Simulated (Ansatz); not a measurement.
# CoPtO$_{2}$ (R-3m)

All numbers below come from DFT r2SCAN, scalar-relativistic, plane waves, PAW (Ansatz).

Settings: cutoff 500 eV, Γ-centred mesh 18×18×18 on the computed 4-atom cell, Gaussian smearing of 0.10 eV; no spin polarisation.

The structure is relaxed at this level of theory with its symmetry kept. Whether it is the stable form of this composition wasn't checked.

```
Co Pt O
1.0
     1.41114    0.81472    5.93042
    -1.41114    0.81472    5.93042
     0.00000   -1.62944    5.93042
Co Pt O
1 1 2
Direct
  0.50000 0.50000 0.50000
  0.00000 0.00000 0.00000
  0.88766 0.88766 0.88766
  0.11234 0.11234 0.11234
```

| Quantity | Value |
| --- | --- |
| Space group | R-3m (No. 166) |
| Volume per atom | 10.23 Å³ |
| Formation energy from the elements' standard states (uncorrected) | -1.084 eV/atom |
| Generalised Kohn–Sham band gap | none (metal) |
| Density of states at the Fermi level | 0.35 states/eV per cell |
| Löwdin character within 0.5 eV of the Fermi level | Pt 5d 55 %, Co 3d 26 % |
| Bulk modulus | 256 GPa |
| Its pressure derivative | 4.8 |
| Bader charges (e) | Co (1 in the cell) 1.47, Pt (1 in the cell) 0.49, O (2 in the cell) -0.98 |

Spin-orbit coupling is left out, which matters for the bands of heavy elements.

A ferromagnetic start lost its moments in a first run, so spin was left out; other magnetic orders weren't tried.